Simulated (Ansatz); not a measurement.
# SiH3 (silyl radical) at UCCSD(T)/6-31G(d) (spherical functions)

What is the vertical ionisation energy of SiH3 (silyl radical) at UCCSD(T)/6-31G* (spherical functions)? 

Program for the calculation: Ansatz 0.2.0.

53 further runs of the same task are left out: 53 set aside as unsound or not needed.

### Step 1. The molecule

The species is SiH3 (4 atoms), meant as a doublet with charge 0. As SMILES, `[SiH3]`. Geometry: relaxed at PBE0-D4/def2-TZVP.

Bond lengths: Si1–H2 1.486 Å, Si1–H3 1.486 Å, Si1–H4 1.486 Å. Angles: H2–Si1–H3 111.2°, H2–Si1–H4 111.2°, H3–Si1–H4 111.2°.

### Step 2. The energy at UCCSD(T)/6-31G(d) (spherical functions)

job.yaml reads:

```yaml
crystal:
  periodic: [false, false, false]
  atoms:
    - {symbol: Si, position_ang: [0.293780, -0.026900, -0.164030]}
    - {symbol: H, position_ang: [0.559150, 0.665300, 1.123900]}
    - {symbol: H, position_ang: [-0.224040, -1.401650, 0.060130]}
    - {symbol: H, position_ang: [-0.628890, 0.763250, -1.019990]}
basis:
  gaussian:
    orbitals: 6-31G_st_-spherical.json
total_charge: 0
magnetization:
  spin_polarized: true
  initial_magnetization: 1
correlation:
  method: ccsd_t
  frozen_orbitals: {H: 0, Si: 5}
accuracy: high
scf:
  omitted_lower_state_checks: [cluster_reference, increment]
```

The basis set 6-31G* is read from a file made from the Basis Set Exchange's data (not shown).

Command:

```bash
$ ansatz run job.yaml --threads 1 --pin off --max-ram 3480MiB --events-out events.jsonl --progress --plain --runs-dir runs
```

Log, cut to the lines that bear on the results:

```text
Warning: RAYON_NUM_THREADS=1 ignored (pool sized by the plan → 1); use --threads N
Functional definition: HF
  name "HF"
[...]
454 factors; integrals over basis functions are off by at most 3.5e-9 eV
[...]
mean field -7907.76404362 eV, -290.6049685281 hartree, gradient 3.6e-8 eV, S^2 0.753990; 0 other end points of the search recorded, 0 dependent functions left out
5 core orbitals not correlated: weight in the atoms' cores, before any rotation towards them, 1.000 or more for the frozen orbitals, at most 0.000 for the correlated occupied ones
reference -7907.76404362 eV, -290.6049685281 hartree; 4, 3 occupied and 15, 16 virtual orbitals, 454 factors
second order -1.85431799 eV of doubles, -0.00000000 eV of singles
cycle   1  -2.26971361 eV  change   -4.2e-1 eV  update   5.2e-2
[...]
cycle  19  -2.46171648 eV  change   1.7e-11 eV  update  3.3e-10
perturbative correction -0.04750671 eV, -0.0017458393 hartree
Total energy: -7910.27326680 eV, -290.6971807793 hartree
Checks for a lower state left out: cluster_reference, increment
```

It took 0.48 s on 1 thread of Arm Neoverse V1, shared host.

### Step 3. The singlet cation

in.yaml reads:

```yaml
crystal:
  periodic: [false, false, false]
  atoms:
    - symbol: Si
      position_ang: [0.293780, -0.026900, -0.164030]
    - symbol: H
      position_ang: [0.559150, 0.665300, 1.123900]
    - symbol: H
      position_ang: [-0.224040, -1.401650, 0.060130]
    - symbol: H
      position_ang: [-0.628890, 0.763250, -1.019990]
basis:
  gaussian:
    orbitals: 6-31G_st_-spherical.json
total_charge: 1
correlation:
  method: ccsd_t
  frozen_orbitals: {H: 0, Si: 5}
accuracy: high
scf:
  omitted_lower_state_checks: [cluster_reference, increment]
```

The basis set 6-31G* is read from a file made from the Basis Set Exchange's data (not shown).

Command:

```bash
$ ansatz run in.yaml --threads 1 --pin off --max-ram 3480MiB --events-out events.jsonl --progress --plain --runs-dir runs
```

Log, cut to the lines that bear on the results:

```text
Warning: RAYON_NUM_THREADS=1 ignored (pool sized by the plan → 1); use --threads N
[... 2 set-up lines as earlier in the session ...]
[...]
454 factors; integrals over basis functions are off by at most 3.5e-9 eV
[...]
mean field -7899.35948543 eV, -290.2961067113 hartree, gradient 2.3e-8 eV, S^2 0.000000; 0 other end points of the search recorded, 0 dependent functions left out
5 core orbitals not correlated: weight in the atoms' cores, before any rotation towards them, 1.000 or more for the frozen orbitals, at most 0.000 for the correlated occupied ones
reference -7899.35948543 eV, -290.2961067113 hartree; 3, 3 occupied and 16, 16 virtual orbitals, 454 factors
second order -1.77333621 eV of doubles, -0.00000000 eV of singles
cycle   1  -2.18454006 eV  change   -4.1e-1 eV  update   5.3e-2
[...]
cycle  18  -2.37989160 eV  change   2.5e-10 eV  update  6.7e-10
perturbative correction -0.04053128 eV, -0.0014894971 hartree
Total energy: -7901.77990831 eV, -290.3850556117 hartree
Checks for a lower state left out: cluster_reference, increment
```

Run time: 0.26 s. Hardware: 1 thread of Arm Neoverse V1, shared host.

### Step 4. What came out

Level: UCCSD(T)/6-31G* (spherical functions), 5 core orbitals frozen.

| quantity | value |
| --- | --- |
| doublet SiH3: total energy | -290.69718 Eh |
| doublet SiH3: correlation energy (5 core orbitals frozen) | -92.2 mEh |
| doublet SiH3: (T) correction | -1.75 mEh |
| doublet SiH3: ⟨S²⟩ of the reference determinant | 0.754 |
| doublet SiH3: T1 diagnostic | 0.014 |
| singlet cation: total energy | -290.38506 Eh |
| singlet cation: correlation energy (5 core orbitals frozen) | -88.9 mEh |
| singlet cation: (T) correction | -1.49 mEh |
| singlet cation: T1 diagnostic | 0.013 |
| vertical ionisation energy (to the singlet cation) | 8.493 eV |

In words: The vertical ionisation energy comes to 8.49 eV (819 kJ/mol). Only the singlet of the ionised species was computed; a triplet could lie lower. The triples (doublet SiH3) make up 1.9 % of the correlation energy. The triples (singlet cation) make up 1.7 % of the correlation energy.
